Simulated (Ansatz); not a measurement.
**H3MgNO (SMILES [NH2][Mg][OH]): single points off equilibrium**

A test off equilibrium: a structure displaced at random from a GFN2-xTB minimum is computed at several levels, and each is set against CCSD(T).

The runs use Ansatz 0.2.0, Gaussian basis; single points in def2-TZVPP.

Correlated methods freeze the cores. The outer core shell of Li, Na, Mg and K is correlated. B3LYP uses VWN-RPA correlation.

## 1. Starting geometry

SMILES `[NH2][Mg][OH]`, 6 atoms, charge 0, spin multiplicity 1.

Atoms are counted from 1 here; the program's logs count them from 0.

Bond lengths: N1–Mg2 1.881 Å, N1–H4 1.053 Å, N1–H5 1.019 Å, Mg2–O3 1.678 Å, O3–H6 0.965 Å. Angles: Mg2–N1–H4 110.3°, Mg2–N1–H5 109.2°, H4–N1–H5 103.3°, N1–Mg2–O3 135.6°, Mg2–O3–H6 160.8°.

As a file:

```mol
H3MgNO
  3D, bonds by distance, orders not assigned

  6  5  0  0  0  0  0  0  0  0999 V2000
   -1.0546    0.0493   -1.0224 N   0  0
    0.2555   -0.8899   -0.0523 Mg  0  0
    1.2990   -0.5315    1.2117 O   0  0
   -0.6229    0.8738   -1.5146 H   0  0
   -1.7087    0.4811   -0.3714 H   0  0
    1.9221   -0.0518    1.7709 H   0  0
  1  2  8  0
  1  4  8  0
  1  5  8  0
  2  3  8  0
  3  6  8  0
M  END
```

## 2. CCSD(T)/def2-TZVPP

Input file run/in.yaml:

```yaml
crystal:
  periodic: [false, false, false]
  atoms:
    - {symbol: N, position_ang: [-1.054600, 0.049300, -1.022400]}
    - {symbol: Mg, position_ang: [0.255500, -0.889900, -0.052300]}
    - {symbol: O, position_ang: [1.299000, -0.531500, 1.211700]}
    - {symbol: H, position_ang: [-0.622900, 0.873800, -1.514600]}
    - {symbol: H, position_ang: [-1.708700, 0.481100, -0.371400]}
    - {symbol: H, position_ang: [1.922100, -0.051800, 1.770900]}
basis:
  gaussian: {orbitals: def2-TZVPP}
correlation: {method: ccsd_t}
output: {forces: true}
```

The command line of these runs was not kept.

## 3. PBE0-D4/def2-TZVPP

run/in.yaml: that of step 2 with these lines changed.

```diff
@@ -11,3 +11,3 @@
   gaussian: {orbitals: def2-TZVPP}
-correlation: {method: ccsd_t}
-output: {forces: true}
+hamiltonian: {xc: pbe0, dispersion: d4}
+output: {forces: true, orbitals: {seedname: orbitals}}
```

## 4. wB97M-V/def2-TZVPP

run/in.yaml: that of step 3 with these lines changed.

```diff
@@ -11,3 +11,3 @@
   gaussian: {orbitals: def2-TZVPP}
-hamiltonian: {xc: pbe0, dispersion: d4}
-output: {forces: true, orbitals: {seedname: orbitals}}
+hamiltonian: {xc: {name: wB97M-V}}
+output: {forces: true}
```

## 5. r2SCAN-D4/def2-TZVPP

run/in.yaml: that of step 4 with these lines changed.

```diff
@@ -11,3 +11,3 @@
   gaussian: {orbitals: def2-TZVPP}
-hamiltonian: {xc: {name: wB97M-V}}
+hamiltonian: {xc: r2scan, dispersion: d4}
 output: {forces: true}
```

## 6. PBE-D4/def2-TZVPP

run/in.yaml: that of step 5 with these lines changed.

```diff
@@ -11,3 +11,3 @@
   gaussian: {orbitals: def2-TZVPP}
-hamiltonian: {xc: r2scan, dispersion: d4}
+hamiltonian: {xc: pbe, dispersion: d4}
 output: {forces: true}
```

## 7. CAM-B3LYP-D4/def2-TZVPP

run/in.yaml: that of step 6 with these lines changed.

```diff
@@ -11,3 +11,3 @@
   gaussian: {orbitals: def2-TZVPP}
-hamiltonian: {xc: pbe, dispersion: d4}
+hamiltonian: {xc: {name: CAM-B3LYP}, dispersion: d4}
 output: {forces: true}
```

## 8. B3LYP-D4/def2-TZVPP

run/in.yaml: that of step 7 with these lines changed.

```diff
@@ -11,3 +11,3 @@
   gaussian: {orbitals: def2-TZVPP}
-hamiltonian: {xc: {name: CAM-B3LYP}, dispersion: d4}
+hamiltonian: {xc: {name: B3LYP}, dispersion: d4}
 output: {forces: true}
```

(Steps that only read results are left out.)

**Question.** What will these runs give? Wanted: energy less free atoms, CCSD(T)/def2-TZVPP; RMS force component; RMS force error; HOMO and LUMO, PBE0-D4; T1 diagnostic.

**Answer**, as computed:

| quantity | value |
| --- | --- |
| energy less free atoms, CCSD(T)/def2-TZVPP | -1738.9 kJ/mol |
| RMS force component | 0.995 to 1.106 eV/Å over the methods |
| RMS force error | PBE0-D4 0.034, wB97M-V 0.049, r2SCAN-D4 0.030, PBE-D4 0.203, CAM-B3LYP-D4 0.080, B3LYP-D4 0.043 eV/Å |
| HOMO and LUMO, PBE0-D4 | -6.13 and -1.47 eV |
| T1 diagnostic | 0.011 |

**Reading.** Against CCSD(T) the functionals' energies less atoms differ by -97.7 to -36.0 kJ/mol, PBE-D4 by -97.7 kJ/mol. The reference is not at the basis limit: in triple zeta CCSD(T) underbinds, which counts against methods that bind more; the gaps are no ranking. The forces of r2SCAN-D4 come nearest to CCSD(T), those of PBE-D4 are farthest. Frozen-core CCSD(T) forces in triple zeta carry basis errors of their own, and this is one geometry, so small gaps rank nothing.
